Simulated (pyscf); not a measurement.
Substitution at C: H₃C–Sb(CH₃)–CH₃ + methyl (CH₃•) -> H₃C–Sb•–CH₃ + ethane (H₃C–CH₃)

Gas phase, doublet surface, charge 0. Bonds broken: Sb1–C2. Bonds formed: C2–C14. Structures and frequencies: ωB97X-D3(BJ)/def2-SVP in PySCF.

Transition state (Å):

```xyz
17

Sb    -0.6222    -0.3432     2.0587
C      0.6948     0.1854     0.0714
C     -2.2431    -1.1023     0.8439
C     -1.4257     1.6638     2.1383
H      0.8903    -0.8521    -0.1973
H     -0.1543     0.7078    -0.3686
H      1.4647     0.7493     0.5965
H     -3.1770    -1.1163     1.4261
H     -2.3883    -0.4670    -0.0435
H     -2.0221    -2.1294     0.5166
H     -1.6854     2.0147     1.1275
H     -2.3315     1.6834     2.7632
H     -0.6861     2.3507     2.5768
C      1.7111     0.7137    -1.7339
H      1.6885     1.8096    -1.7457
H      1.1176     0.2434    -2.5265
H      2.7125     0.2863    -1.6088
```

One imaginary mode, 1048i cm⁻¹; descent along it reached the two sides named.

| bond | change | reactant side (Å) | saddle | product side |
|---|---|---|---|---|
| Sb1–C2 | breaks | 2.158 | 2.442 | 4.0 |
| C2–C14 | forms | 3.8 | 2.138 | 1.527 |

Electronic energies relative to the separated reactants (kJ/mol):

```tsv
level	barrier	reaction energy	reverse barrier
ωB97X-D3(BJ)/def2-TZVP	99.7	-135.1	234.9
PBE/def2-TZVP	58.7	-149.9	208.7
r²SCAN/def2-TZVP	76.5	-133.9	210.4
B3LYP-D3(BJ)/def2-TZVP	75.9	-139.7	215.6
PBE0-D3(BJ)/def2-TZVP	77.8	-144.9	222.7
M06-2X/def2-TZVP	83.6	-167.3	250.9
ωB97M-D3(BJ)/def2-TZVP	94.0	-150.1	244.0
HF/def2-TZVP	155.7	-133.6	289.4
```

With ωB97M-D3(BJ)/def2-TZVP energies and thermal terms (ideal gas, 1 atm, RRHO with modes under 100 cm⁻¹ raised to 100, one conformer, R ln 2 for chiral ones without a mode under 150 cm⁻¹), in kJ/mol:

```tsv
T (K)	ΔH‡	ΔG‡	ΔH	ΔG
298	101.5	138.1	-133.5	-133.6
600	102.0	175.1	-139.7	-131.1
900	103.7	211.4	-143.2	-125.9
1200	105.7	247.0	-145.1	-119.8
```

This is the saddle that the search found; another between the same sides may lie lower. The angle at the attacked C is 176°. Elements past Kr carry the def2 core potentials, without spin-orbit coupling.
